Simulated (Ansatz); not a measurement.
Basis-set extrapolation for C3H6ClF (`FCCCCl`) (PBE0-D4/def2-TZVP geometry, frozen core, the Gaussian-basis code of Ansatz). Multiplicity 1, RHF reference.

|  | def2-TZVPP | def2-QZVPP |
| --- | --- | --- |
| HF | -676.137024 | -676.159592 |
| MP2 correlation | -0.957143 | -1.034385 |
| CCSD(T) correlation | -1.041950 | not run |

Energies in hartree. Use E(X) = E(∞) + A·exp(−7.88·√X) for Hartree–Fock and E(X) = E(∞) + B·X^(−2.97) for correlation, with X = 3 and 4, and add CCSD(T) minus MP2 of the smaller set to the MP2 limit.

Q: What is the CCSD(T) energy at the basis-set limit?

A: HF limit: -676.159592 + (-0.022568) × 0.13774 = -676.16270. MP2 limit: -1.034385 + (-0.077242) × 0.74074 = -1.09160. Higher-order term: -1.041950 − (-0.957143) = -0.08481. Total: -677.33911 hartree, 420.4 kJ/mol below CCSD(T)/def2-TZVPP.
